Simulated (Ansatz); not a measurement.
Geometry optimisation, Ansatz 0.2.0, RKS PBE/def2-SVP.

input.yaml

```yaml
crystal:
  periodic: [false, false, false]
  atoms:
    - { symbol: Al, position_ang: [-0.030271, -0.419971, -1.148033] }
    - { symbol: "N", position_ang: [1.276976, 0.028163, 1.630874] }
    - { symbol: H, position_ang: [1.139737, 0.80606, 2.287659] }
    - { symbol: H, position_ang: [1.931321, -0.629724, 2.072269] }
    - { symbol: H, position_ang: [1.767481, 0.407067, 0.791333] }
    - { symbol: Cl, position_ang: [-2.130345, -0.191595, -0.662702] }
basis:
  gaussian: { orbitals: def2-SVP }
hamiltonian:
  xc: pbe
relax:
  f_tol: 0.03
  max_steps: 50
```

Run as:

```bash
$ ansatz run input.yaml --threads 1 --pin off --max-ram 2048MiB --backend cpu --events-out ev --progress --plain --runs-dir out
```

Q: Where does it end, and by what steps?

A: The forces met the threshold. The force dipped under the threshold on the way, but the program's further checks kept it going. After 15 steps the energy has fallen by 0.506 eV; H3 moved furthest, 0.97 Å. Joined: Al1–N2 (3.10 → 2.28 Å).

```json
{"step": "0", "energy less start (eV)": "0.0000", "largest force component (eV/Å)": "0.826", "accepted": "yes"}
{"step": "1", "energy less start (eV)": "-0.1012", "largest force component (eV/Å)": "0.867", "accepted": "yes"}
{"step": "2", "energy less start (eV)": "-0.1977", "largest force component (eV/Å)": "1.346", "accepted": "yes"}
{"step": "3", "energy less start (eV)": "-0.3507", "largest force component (eV/Å)": "0.357", "accepted": "yes"}
{"step": "4", "energy less start (eV)": "-0.4187", "largest force component (eV/Å)": "0.166", "accepted": "yes"}
{"step": "5", "energy less start (eV)": "-0.4660", "largest force component (eV/Å)": "0.327", "accepted": "yes"}
{"step": "6", "energy less start (eV)": "-0.4880", "largest force component (eV/Å)": "0.457", "accepted": "yes"}
{"step": "7", "energy less start (eV)": "-0.5019", "largest force component (eV/Å)": "0.187", "accepted": "yes"}
{"step": "8", "energy less start (eV)": "-0.5024", "largest force component (eV/Å)": "0.147", "accepted": "yes"}
{"step": "9", "energy less start (eV)": "-0.5048", "largest force component (eV/Å)": "0.060", "accepted": "yes"}
{"step": "10", "energy less start (eV)": "-0.5051", "largest force component (eV/Å)": "0.035", "accepted": "yes"}
{"step": "11", "energy less start (eV)": "-0.5055", "largest force component (eV/Å)": "0.038", "accepted": "yes"}
{"step": "12", "energy less start (eV)": "-0.5058", "largest force component (eV/Å)": "0.057", "accepted": "yes"}
{"step": "13", "energy less start (eV)": "-0.5060", "largest force component (eV/Å)": "0.042", "accepted": "yes"}
{"step": "14", "energy less start (eV)": "-0.5063", "largest force component (eV/Å)": "0.004", "accepted": "yes"}
{"step": "15", "energy less start (eV)": "-0.5065", "largest force component (eV/Å)": "0.025", "accepted": "yes"}
```

```xyz
6
Properties=species:S:1:pos:R:3
Al 0.307 -0.616 -0.804
N 1.228 0.035 1.174
H 0.450 0.479 1.690
H 1.585 -0.745 1.748
H 1.996 0.720 1.096
Cl -1.611 0.127 0.067
```

Whether the end is a true minimum wasn't checked by a vibrational analysis.

Run time: 25 s on 1 thread of Arm Neoverse V2, on a shared host, peak memory 0.12 GiB.
